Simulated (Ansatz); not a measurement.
Results of the Gaussian-basis code of Ansatz.

A structure relaxed at PBE0-D4/def2-TZVP, charge 0, multiplicity 1:

```xyz
10

N    -0.902   -1.931   -0.496
C    -0.099   -0.876   -0.392
N    -0.420    0.147    0.320
C     0.417    1.231    0.295
S     1.564    1.606   -0.823
S     0.047    2.236    1.677
H    -0.629   -2.740   -1.020
H    -1.791   -1.925   -0.023
H     0.846   -0.925   -0.940
H     0.967    3.175    1.403
```

Q: Give its formula and SMILES.

A: C2H4N2S2, `N/C=N/C(=S)S`.

Q: Summarise the bond lengths by kind.

A: 3 × C–N 1.287 to 1.370 Å; 2 × H–N 1.002 to 1.007 Å; 1 × C–H 1.094 Å; 2 × C–S 1.646 to 1.748 Å; 1 × H–S 1.342 Å.
